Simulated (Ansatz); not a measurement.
Corundum (α-Al2O3)

Calculation: PBE-D4 in Ansatz (PAW).

Numerical settings: plane-wave cutoff 500 eV, 10×10×10 k mesh, gaussian smearing 0.02 eV, scalar-relativistic PAW data made under PBE.

Cell (relaxed at this level):

Space group R-3c, hexagonal axes (No. 167); a = b = 4.778 Å, c = 13.032 Å, α = β = 90.00°, γ = 120.00°

```
atom  site  symmetry       x       y       z
----  ----  --------  ------  ------  ------
Al     12c        3.  0.0000  0.0000  0.1479
O      18e        .2  0.3064  0.3064  0.7500
```
(The calculation used a cell of 10 atoms; values per cell refer to that cell.)

| Item | Value |
|---|---|
| band gap | 6.09 eV (on the SCF k mesh) |

Static lattice: no zero-point or thermal effects.

Ansatz is a first-principles code.
